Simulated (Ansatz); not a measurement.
Run this with Ansatz 0.2.0, Python API and show what comes out.

`c2h4fo.py`:
```python
'''Potential curve of C2H4FO along one bond.'''

import warnings

import ansatz as az
import numpy as np

config = {
    'basis': 'cc-pVDZ',
    'functional': 'r2SCAN',
}


def main() -> None:
    warnings.simplefilter('ignore', az.DeckWarning)

    geometry = (
        az.Crystal.molecule()
        .atom('C', (-0.1468, 1.2413, -0.1649))
        .atom('O', (-0.7973, 0.1457, 0.2653))
        .atom('C', (0.0592, -0.9689, 0.2645))
        .atom('F', (0.5468, -1.2254, -1.0025))
        .atom('H', (0.6721, 1.1837, -0.8304))
        .atom('H', (-0.8425, 2.1643, -0.1451))
        .atom('H', (-0.4155, -1.8389, 0.6712))
        .atom('H', (1.0162, -0.759, 0.8862))
    )

    symbols = [site.symbol for site in geometry.cartesian_sites]
    start = np.array([site.position_ang for site in geometry.cartesian_sites])
    axis = (start[7] - start[2]) / np.linalg.norm(start[7] - start[2])
    moving = [7]
    lengths, energies = [1.021, 1.068, 1.114, 1.16, 1.207, 1.253, 1.3, 1.369], []
    for length in lengths:
        xyz = start.copy()
        xyz[moving] += (length - np.linalg.norm(start[7] - start[2])) * axis
        point = az.Crystal.molecule()
        for symbol, place in zip(symbols, xyz):
            point = point.atom(symbol, place.tolist())
        calc = (
            point.calculation()
            .basis(gaussian=config['basis'])
            .functional(config['functional'])
            .spin('collinear', total=1)
        )
        rep = calc.run().report
        energies.append(rep['free_energy_ev'])
        print(f'r = {length:6.3f} A  E = {energies[-1]:.5f} eV  <S^2> = {abs(rep["mean_field"]["state"]["spin_squared"]):.3f}')

    # quartic fit about the minimum
    fit = np.polynomial.Polynomial.fit(lengths, np.array(energies) - min(energies), 4).convert()
    roots = [r.real for r in fit.deriv().roots() if abs(r.imag) < 1e-9 and fit.deriv(2)(r.real) > 0]
    r_e = min(roots, key=lambda r: abs(r - lengths[int(np.argmin(energies))]))
    print(f'minimum of the fit at {r_e:.4f} A, force constant {fit.deriv(2)(r_e):.2f} eV/A^2')


if __name__ == '__main__':
    main()
```

```console
$ python c2h4fo.py
r =  1.021 A  E = -6897.50083 eV  <S^2> = 0.755
r =  1.068 A  E = -6897.61529 eV  <S^2> = 0.755
r =  1.114 A  E = -6897.64281 eV  <S^2> = 0.755
r =  1.160 A  E = -6897.60687 eV  <S^2> = 0.755
r =  1.207 A  E = -6897.52092 eV  <S^2> = 0.755
r =  1.253 A  E = -6897.40110 eV  <S^2> = 0.755
r =  1.300 A  E = -6897.25225 eV  <S^2> = 0.755
r =  1.369 A  E = -6897.00141 eV  <S^2> = 0.755
minimum of the fit at 1.1091 A, force constant 30.96 eV/A^2
```

Notes:
- Total energies depend on the basis set; only differences at equal settings carry meaning.
- The rest of the molecule is held rigid at a force-field or estimated start geometry, and the basis set is modest; single-reference methods fail as a bond breaks.
- The species is open-shell (spin multiplicity 2).
- Run time: 48 s on 1 thread of Arm Neoverse V1, on a shared host, peak memory 0.23 GiB.
